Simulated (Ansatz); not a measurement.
# Lattice constant a of In2O3 (Ia-3, No. 206): levels of theory against measurement

Reference value: 10.117 Å (measured, temperature not stated, not corrected to a static lattice; as tabulated in Wikipedia's data pages).

Task: Put these levels in order of the lattice constant a that they give for In2O3 (Ia-3, No. 206), smallest first: LDA (Ansatz, a quantum-chemistry and plane-wave program), PBE (Ansatz), PBE-D3(BJ) (Ansatz), r²SCAN (Ansatz), r²SCAN+rVV10 (Ansatz).

Result: LDA (10.061 Å), r²SCAN+rVV10 (10.130 Å), r²SCAN (10.158 Å), PBE-D3(BJ) (10.228 Å), PBE (10.288 Å)

Differences against the reference: LDA -0.55 %, PBE +1.69 %, PBE-D3(BJ) +1.10 %, r²SCAN +0.41 %, r²SCAN+rVV10 +0.13 %.

The reference has no zero-point or thermal correction, while the calculations are for a static lattice, so the differences are not the levels' errors alone. A static lattice is as a rule a little smaller than the measured one.  LDA, r²SCAN+rVV10, PBE-D3(BJ), r²SCAN, PBE: the relaxation could not lower the start's symmetry, so the cell can be a saddle point above a distorted one. Ansatz's density-functional and Hartree–Fock values are scalar-relativistic unless marked +SOC, with PAW data made under PBE.

Differences are worked out from the printed values.
